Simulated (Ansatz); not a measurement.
System: chlorane, HCl, net charge 0, singlet state. 
Coordinates optimised at B3LYP-D3(BJ)/def2-TZVP (Ansatz, a program for electronic structure):
SMILES: Cl
```xyz
2

Cl     0.0000     0.0000    -0.0712
H      0.0000     0.0000     1.2108
```
Charge 0, spin multiplicity 1.

Basis-set convergence of Hartree-Fock and CCSD(T) correlation energies (hartree) with Ansatz. Correlated levels leave the core frozen unless marked. No spin-orbit coupling. No relativistic terms.

```csv
basis,functions,E(HF),"E(corr, CCSD(T))"
aug-cc-pV(D+d)Z,41,-460.09470,-0.18499
aug-cc-pV(T+d)Z,78,-460.10853,-0.23716
aug-cc-pV(Q+d)Z,135,-460.11189,-0.25392
```

Extrapolating the two largest sets (X = 3 and 4) as X^-3: E(corr) = (64·(-0.25392) - 27·(-0.23716))/37 = -0.2662 Eh, an estimate of the basis-set limit. The largest set recovers 95.4 % of it, the smallest 69.5 %.
